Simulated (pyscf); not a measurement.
PySCF, gas phase, ωB97X-D3(BJ)/def2-SVP geometries.

Q: For H₃C–Zr(Cl)(Cl)–Cl + hydrogen chloride (HCl) → methane (CH₄) + zirconium tetrachloride (Cl–Zr(Cl)(Cl)–Cl), a four-centre exchange (singlet surface; C–Zr, Cl–H broken, C–H, Cl–Zr formed), PBE/def2-TZVP gives ΔE‡ = 7.8 kJ/mol and ΔE = -202.7 kJ/mol (zero: the separated reactants). In which direction and how far do B3LYP-D3(BJ)/def2-TZVP, PBE0-D3(BJ)/def2-TZVP, ωB97M-D3(BJ)/def2-TZVP move these?

A: B3LYP-D3(BJ): ΔE‡ = 12.1 kJ/mol, ΔE = -205.2 kJ/mol; PBE0-D3(BJ): ΔE‡ = 3.8 kJ/mol, ΔE = -201.4 kJ/mol; ωB97M-D3(BJ): ΔE‡ = 18.1 kJ/mol, ΔE = -198.1 kJ/mol. PBE's barrier lies among them. Its reaction energy lies among theirs. On the reactant side the descent ends in an adduct with a Cl–Zr contact (not fully relaxed), 26.3 kJ/mol under the separated species and 26.5 kJ/mol under the saddle at ωB97X-D3(BJ)/def2-TZVP. What is counted as formed (Cl–Zr) is already present as a longer contact in the reactant adduct; forming that adduct is a step of its own. At ωB97X-D3(BJ)/def2-TZVP the barrier from the zero used here is 0.2 kJ/mol. One saddle was located; it need not be the lowest between these sides. Elements past Kr carry the def2 core potentials, without spin-orbit coupling.
